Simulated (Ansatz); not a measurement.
Consider the substitution at a C–C bond: `CC=C=CC` + HCl → `CC=C=CCl` + CH₄.

Computed with Ansatz on PBE0-D4/def2-TZVP structures; ΔE is electronic, products minus reactants. CCSD(T)/CBS is the MP2 limit (def2-TZVPP, def2-QZVPP) plus CCSD(T) − MP2 in def2-TZVPP, frozen cores. This one scheme is used for every species. Functionals use def2-TZVPP. B3LYP here is the variant with VWN-RPA as its local correlation; programs differ in this.

`CC=C=CC`:

Cartesian coordinates in Å:
```
C -2.123 -0.974 0.254
C -0.661 -1.114 0.550
C 0.210 -0.150 0.472
C 1.079 0.817 0.387
C 1.860 1.161 -0.844
H -2.423 -1.648 -0.554
H -2.369 0.047 -0.040
H -2.724 -1.236 1.130
H -0.311 -2.100 0.854
H 1.259 1.425 1.273
H 1.607 0.495 -1.669
H 2.935 1.086 -0.656
H 1.660 2.190 -1.157
```

HCl:

Z-matrix (Å, degrees):
```
Cl
H 1 1.279
```

`CC=C=CCl`:

```xyz
10

C     1.021    1.274   -0.055
C    -0.306    0.639   -0.317
C    -0.594   -0.609   -0.088
C    -0.872   -1.857    0.130
Cl   -1.506   -2.434    1.638
H     1.439    1.684   -0.979
H     1.729    0.559    0.361
H     0.913    2.108    0.646
H    -1.089    1.275   -0.729
H    -0.736   -2.639   -0.606
```

CH₄:

Cartesian coordinates in Å:
```
C 0.000 0.000 0.000
H 0.591 0.118 0.908
H -1.031 0.294 0.197
H 0.026 -1.042 -0.318
H 0.414 0.630 -0.787
```

```
             level  ΔE (kJ/mol)  difference from CCSD(T)/CBS
            PBE-D4         15.9                         -9.8
         r2SCAN-D4         17.9                         -7.8
           PBE0-D4         22.1                         -3.6
          B3LYP-D4         18.6                         -7.1
           ωB97X-V         23.6                         -2.1
           ωB97M-V         23.6                         -2.1
            B2PLYP         20.6                         -5.1
               PBE         15.3                        -10.4
            r2SCAN         17.6                         -8.1
              PBE0         21.6                         -4.1
             B3LYP         17.9                         -7.8
     HF/def2-TZVPP         29.7                          4.0
    MP2/def2-TZVPP         25.3                         -0.4
SCS-MP2/def2-TZVPP         24.8                         -0.9
   CCSD/def2-TZVPP         29.1                          3.4
CCSD(T)/def2-TZVPP         26.5                          0.8
     HF/def2-QZVPP         29.8                          4.1
    MP2/def2-QZVPP         24.9                         -0.8
SCS-MP2/def2-QZVPP         24.5                         -1.2
      HF/CBS(def2)         29.9                          4.2
     MP2/CBS(def2)         24.5                         -1.2
    CCSD/CBS(def2)         28.3                          2.6
       CCSD(T)/CBS         25.7                            0
```

Largest T1 diagnostic among the species: 0.011.

From PBE to PBE0 (25 % exact exchange), in def2-TZVPP and without D4, ΔE moves by +6.3 kJ/mol. In def2-TZVPP, CCSD(T) changes the Hartree–Fock value by −3.2 kJ/mol (the triples alone add −2.6 kJ/mol) and MP2 by −4.4 kJ/mol.
